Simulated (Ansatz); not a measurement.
Frontier orbitals of `CNCF`.

The species carries charge 0 and has multiplicity 1. The geometry is a stationary point of PBE0-D4/def2-TZVP. It is one conformer, not always the lowest. Basis def2-TZVPP, Ansatz 0.2.0.

| functional | HOMO (eV) | LUMO (eV) | gap (eV) |
| --- | --- | --- | --- |
| LDA (SPW92) | -5.93 | 0.31 | 6.24 |
| PBE | -5.79 | 0.44 | 6.23 |
| PBE0 | -7.25 | 1.27 | 8.52 |
| r2SCANh | -6.63 | 1.49 | 8.12 |
| ωB97M-V | -9.63 | 2.68 | 12.31 |

Against PBE, PBE0 changes HOMO and LUMO by −1.46 and +0.83 eV, ωB97M-V by −3.84 and +2.24 eV. A gap of 6.23 eV thus becomes 12.31 eV for the same molecule, so an orbital gap means little without its functional. A positive LUMO is unbound and depends on the basis.
